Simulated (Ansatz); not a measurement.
## Relaxing Na3Sb2

These are results of Ansatz, DFT PBE, scalar-relativistic, plane waves, PAW, not measurements. Cutoff 420 eV, Γ-centred k mesh, Gaussian smearing, no spin polarisation in the final step.

The start puts Na3Sb2 on the anti-corundum structure type (R-3c, No. 167), with Sb in place of Al, Na in place of O, at a guessed volume.

```xyz
10
Lattice="3.3639 1.9422 6.1228 -3.3639 1.9422 6.1228 0.0000 -3.8843 6.1228" Properties=species:S:1:pos:R:3 pbc="T T T"
Na   -1.3035   -1.9422    7.6535
Na    2.3337   -0.1578    7.6535
Na   -1.0302    2.1000    7.6535
Na    1.3035    1.9422   10.7149
Na   -2.3337    0.1578   10.7149
Na    1.0302   -2.1000   10.7149
Sb    0.0000    0.0000   15.6532
Sb    0.0000    0.0000   11.8994
Sb    0.0000    0.0000    2.7152
Sb    0.0000    0.0000    6.4690
```

Steps on the 3×3×3 mesh (10 atoms). 12 of 22 steps are shown, and the free energy counts from the last. Trial steps that were taken back and renewals of the plane-wave basis can be among the rows.

```
step  ΔF (meV/atom) V (Å³/atom) P (GPa) largest force component (eV/Å)
   1          813.0        24.00    16.84                           0.602
   3          372.2        30.91     3.78                           0.748
   5          124.2        34.69    -0.55                           0.276
   7          120.5        34.33    -0.04                           0.272
   9          102.8        34.09     0.98                           0.021
  11           71.5        35.57     0.39                           0.142
  12           59.2        35.84     0.02                           0.259
  14           37.7        33.89    -0.14                           0.343
  16           20.5        31.79    -0.90                           0.402
  18           22.3        31.10     0.67                           0.756
  20            1.7        30.44     0.51                           0.038
  22            0.0        30.86     0.13                           0.005
```

A final relaxation ran on a 6×6×6 mesh. The relaxed crystal, R-3c (No. 167):

```cif
data_structure
_symmetry_space_group_name_H-M 'R-3c:H'
_symmetry_Int_Tables_number 167
_cell_length_a 9.1233
_cell_length_b 9.1233
_cell_length_c 12.7917
_cell_angle_alpha 90.000
_cell_angle_beta 90.000
_cell_angle_gamma 120.000
_cell_volume 922.08
loop_
_atom_site_label
_atom_site_type_symbol
_atom_site_symmetry_multiplicity
_atom_site_Wyckoff_symbol
_atom_site_fract_x
_atom_site_fract_y
_atom_site_fract_z
_atom_site_occupancy
Na1 Na 18 e 0.98845 0.33333 0.08333 1
Sb1 Sb 12 c 0.33333 0.66667 0.53123 1
```

```
Volume per atom          : 30.74 Å³
Density                  : 3.38 g/cm³
Energy over the elements : -0.31 eV/atom
Gap on the 6×6×6 mesh    : 0 eV (a metal)
```

Formation energies are uncorrected and refer to the elements' standard structures at the same level.

The final run used a 6×6×6 mesh on its 10-atom cell and 0.10 eV smearing. For metals, differences of a few meV/atom aren't resolved. Spin–orbit coupling is left out.

A structure relaxed within its symmetry needn't be a true minimum.

Cost: 3 runs of about 7.3 core-minutes in all, on Arm Neoverse V1 (shared hosts).